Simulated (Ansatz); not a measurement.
in.yaml

```yaml
crystal:
  periodic: [false, false, false]
  atoms:
    - {symbol: Ge, position_ang: [0.000000, -0.051545, 1.252285]}
    - {symbol: As, position_ang: [0.000000, 0.049023, -1.213340]}
    - {symbol: H, position_ang: [0.000000, 1.545262, 1.304675]}
    - {symbol: H, position_ang: [0.000000, -1.474451, -1.364821]}
basis:
  gaussian: {orbitals: cc-pVDZ}
magnetization: {spin_polarized: true, initial_magnetization: 3}
correlation: {method: ccsdt_q, electrons: outside_noble_gas}
```

```sh
$ ansatz run in.yaml --threads 1 --pin off --events-out ev --progress --plain --max-ram 2393MiB
```

The program prints:

```
1291 factors; integrals over basis functions are off by at most 1.8e-7 eV
mean field evaluation 1: about -117296.4266 eV, gradient 7.6e0 eV
mean field evaluation 2: about -117296.4551 eV, gradient 7.6e0 eV
mean field evaluation 4: about -117297.3002 eV, gradient 1.3e0 eV
mean field evaluation 8: about -117297.3535 eV, gradient 1.8e-2 eV
mean field evaluation 16: about -117297.2703 eV, gradient 1.3e0 eV
mean field evaluation 32: about -117294.9317 eV, gradient 1.8e0 eV
mean field evaluation 64: about -117294.8453 eV, gradient 9.2e-3 eV
mean field evaluation 96: about -117295.0809 eV, gradient 1.4e0 eV
mean field evaluation 128: about -117294.8447 eV, gradient 8.4e-2 eV
mean field -117297.35355153 eV, -4310.5982360167 hartree, gradient 1.7e-6 eV, S^2 3.798128; 5 other end points of the search recorded, 0 dependent functions left out
determinant -117297.35355153 eV, -4310.5982360167 hartree, with singles and doubles -117302.41970589 eV, -4310.7844137558 hartree
determinant -117295.10849789 eV, -4310.5157318174 hartree, with singles and doubles -117300.35542351 eV, -4310.7085527774 hartree
determinant -117294.84533154 eV, -4310.5060606323 hartree, with singles and doubles -117299.99167927 eV, -4310.6951854231 hartree
determinant -117294.32619849 eV, -4310.4869828447 hartree, with singles and doubles -117299.54397122 eV, -4310.6787324558 hartree
28 core orbitals not correlated: weight in the atoms' cores, before any rotation towards them, 1.000 or more for the frozen orbitals, at most 0.000 for the correlated occupied ones
reference -117297.35355153 eV, -4310.5982360167 hartree; 7, 4 occupied and 29, 32 virtual orbitals, 1291 factors
second order -4.07422550 eV of doubles, -0.00000000 eV of singles
cycle   1  -4.75965476 eV  change   -6.9e-1 eV  update   8.1e-2
cycle   2  -5.17570102 eV  change   -4.2e-1 eV  update   3.8e-2
cycle   3  -5.24175033 eV  change   -6.6e-2 eV  update   1.8e-2
cycle   4  -5.24474864 eV  change   -3.0e-3 eV  update   8.9e-3
cycle   5  -5.24837425 eV  change   -3.6e-3 eV  update   4.3e-3
cycle   6  -5.24826680 eV  change    1.1e-4 eV  update   2.3e-3
cycle   7  -5.24887671 eV  change   -6.1e-4 eV  update   9.7e-4
cycle   8  -5.24970829 eV  change   -8.3e-4 eV  update   4.8e-4
cycle   9  -5.24957947 eV  change    1.3e-4 eV  update   2.5e-4
cycle  10  -5.24938076 eV  change    2.0e-4 eV  update   1.4e-4
cycle  11  -5.24943133 eV  change   -5.1e-5 eV  update   8.1e-5
cycle  12  -5.24947309 eV  change   -4.2e-5 eV  update   5.1e-5
cycle  13  -5.24951326 eV  change   -4.0e-5 eV  update   2.7e-5
cycle  14  -5.24950395 eV  change    9.3e-6 eV  update   1.5e-5
cycle  15  -5.24948761 eV  change    1.6e-5 eV  update   8.0e-6
cycle  16  -5.24948789 eV  change   -2.8e-7 eV  update   3.9e-6
cycle  17  -5.24948825 eV  change   -3.6e-7 eV  update   2.2e-6
cycle  18  -5.24948906 eV  change   -8.1e-7 eV  update   1.1e-6
perturbative correction -0.00835324 eV, -0.0003069761 hartree
Total energy: -117302.61139383 eV, -4310.7914581574 hartree
```

Ran on 1 thread of Arm Neoverse V1, shared host: 30 s wall, 0.36 GiB peak host memory.
